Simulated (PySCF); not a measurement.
Frontier orbitals and the lowest excitations

Species: C-cyanomethanimine, C2H2N2.
Z-matrix (Å and degrees, GFN2-xTB geometry), rows numbered from 1:
```
H 
N   1  1.0201
C   2  1.2566  1  115.69
C   3  1.4296  2  125.95  1     0.08
N   4  1.1460  3  176.89  2     1.76
H   3  1.0876  2  118.30  1  -179.99
```

The calculation used TDDFT wB97X-D/def2-SVPD, vertical, gas phase, core orbitals frozen in the response (PySCF 2.14.0, density-fitted response routines).

Kohn–Sham orbitals with the atoms that hold most of them (Löwdin shares over 4%, at most four atoms; ? is withheld):

| orbital | ε (eV) | atoms |
| --- | --- | --- |
| HOMO-3 | -13.25 | N5 80%, C4 16% |
| HOMO-2 | -12.50 | N5 49%, C4 37%, C3 8% |
| HOMO-1 | -11.73 | ? |
| HOMO | -10.88 | ? |
| LUMO | ? | N2 34%, C3 28%, N5 17%, C4 15% |
| LUMO+1 | 1.84 | N5 28%, C4 28%, C3 20%, N2 10% |
| LUMO+2 | 2.37 | C4 50%, C3 20%, N5 17%, H6 7% |

(1) Give the leading atoms of the HOMO.

(2) Give the leading atoms of the HOMO-1.

(3) What is the LUMO energy, and the HOMO–LUMO gap?

Answers

(1) N2 (bonded to C and H) 66%; C3 (bonded to C, N and H) 14%; H1 (bonded to N) 8%; C4 (bonded to C and N) 5%. By element: nitrogen 66% or more, carbon 19%, hydrogen 8% or more.

(2) N5 (bonded to C) 31%; N2 (bonded to C and H) 29%; C4 (bonded to C and N) 22%; C3 (bonded to C, N and H) 16%. By element: nitrogen 59%, carbon 38%.

(3) ε(LUMO) = -0.59 eV; the gap is 10.29 eV (0.3782 hartree).

The HOMO–LUMO gap is 10.29 eV. Where does the response calculation put the lowest singlet, and from which orbitals?

S1 is at 4.63 eV (f = 0.0047), 5.66 eV below the gap, made of HOMO→LUMO (98%). 

Give energy, strength and leading configuration of S1, S2, S3 and S6, and follow the Löwdin shares of the leading atoms from the occupied to the empty orbital.

- S1 (4.63 eV, f 0.0047), HOMO→LUMO (98%): N2 66% → 34%, C3 14% → 28%
- S2 (6.38 eV, f 0.0001), HOMO-2→LUMO (96%): N5 49% → 17%, C4 37% → 15%, N2 at most 4% → 34%, C3 8% → 28%
- S3 (6.81 eV, f 0.149), HOMO-1→LUMO (78%): N5 31% → 17%, N2 29% → 34%, C3 16% → 28%
- S6 (7.94 eV, f 0.045), HOMO→LUMO+1 (88%): N2 66% → 10%, C3 14% → 20%, N5 at most 6% → 28%, C4 5% → 28%

Löwdin shares depend on the basis, the more so with diffuse functions.
